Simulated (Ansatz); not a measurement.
Results of PBE0 (Ansatz, a quantum-chemistry and plane-wave program, plane waves, PAW) for rock-salt HfC.

The input as run:

Ansatz 0.2 input:
```yaml
crystal:
  lattice:
    - [0.0, 2.32, 2.32]
    - [2.32, 0.0, 2.32]
    - [2.32, 2.32, 0.0]
  atoms:
    - { symbol: Hf, position: [0.0, 0.0, 0.0] }
    - { symbol: C, position: [0.5, 0.5, 0.5] }
basis:
  ecutwfc: 460
  ecutrho_ratio: 4
  xc_grid: 2
kpoints:
  mp_grid: { grid: [10, 10, 10] }
hamiltonian:
  xc: pbe0
  dispersion: none
  pseudopotentials: { kind: paw }
scf:
  occupations: { method: fermi_dirac, width: 0.05 }
  convergence: { dr2_threshold: 0.0000000002 }
output:
  forces: true
  stress: true
  eigenvalues: true
```

How many irreducible k-points, plane waves at Γ does the program set up, and what pressure does the run end with?

47 irreducible k-points, 537 plane waves at Γ; P = 0.34 GPa, so the cell is compressed and would expand at this level.

From the output:

```
WARN output.stress: scf.exx.energy_threshold = 1e-6 eV is looser than the 2e-8 eV advised for a stress under a hybrid functional (1e-8 eV for each atom of the …
Crystal: 2 atoms, lattice volume = 24.974 Å³
Basis set: ecut = 460 eV, 537 PW (Γ), exchange–correlation on 48×48×48 points (8 copies of the dense FFT grid, shifted against one another)
Bands: 19, of which v1, the nominal top of the filled ones, is band 15 counted from 1 (14 counted from 0)
Symmetry: 48 space group operations
Space group: Fm-3m (ITA 225), of the structure as read, at distance tolerance 2.9e-5 Å
k-points: 47 of 1000
Functional: x = pbe(κ = 0.804, μ = 0.2195149727645171), c = pbe(β = 0.06672455060314922), warm-up for x = 0.75 pbe(κ = 0.804, μ = 0.2195149727645171) + 0.25 exact, c = pbe(β = 0.06672455060314922)
SCF iter   1: F=—  HF=-15974.142713 eV  |F-HF|=—  |Δ(HF+E_count)|=         —  Δρ=1.50e-3  dr2=3.68e-4
SCF iter   2: F=—  HF=-15974.143012 eV  |F-HF|=—  |Δ(HF+E_count)|=   2.99e-4  Δρ=7.60e-4  dr2=9.96e-5
  ...
SCF 1 converged in 8 iterations: F = -15974.143006 eV  dr2 = 2.36e-11
Crystal: 2 atoms, lattice volume = 24.974 Å³
Initial density: handed on by an earlier stage of this run
Functional: x = 0.75 pbe(κ = 0.804, μ = 0.2195149727645171) + 0.25 exact, c = pbe(β = 0.06672455060314922)
SCF 2 converged in 8 iterations: F = -15972.292288 eV  dr2 = 5.51e-11
Crystal: 2 atoms, lattice volume = 24.974 Å³
Crystal: 2 atoms, lattice volume = 24.974 Å³
Crystal: 2 atoms, lattice volume = 24.974 Å³
SCF iter   1: F=—  HF=-15972.311672 eV  |F-HF|=—  |Δ(HF+E_count)|=         —  Δρ=1.46e-6  dr2=4.50e-10
SCF iter   2: F=-15972.311672 eV  HF=-15972.311672 eV  |F-HF|=8.37e-11  |Δ(HF+E_count)|=  5.13e-10  Δρ=9.23e-7  dr2=1.43e-10
SCF 5 converged in 2 iterations: F = -15972.311672 eV  dr2 = 1.43e-10
Free energy (F): -15972.311672 eV
Internal energy: -15972.311477 eV  (E = F + TS)
E sigma→0 (E₀):  -15972.311574 eV
Fermi energy:    20.087125 eV
--- Forces (eV/Å), atoms counted from 1 ---
  atom   1  Hf     0.00000000    -0.00000000    -0.00000000
  atom   2  C      0.00000000    -0.00000000    -0.00000000
--- Stress (GPa, compression-positive) ---
        0.340397       0.000000      -0.000000
       -0.000000       0.340397       0.000000
       -0.000000      -0.000000       0.340397
  P = ⅓ Tr σ = 0.3404 GPa (3.404 kbar)
```

The PAW data were made under PBE.

Note: cell and atoms aren't relaxed at this level (pressure 0.3 GPa).
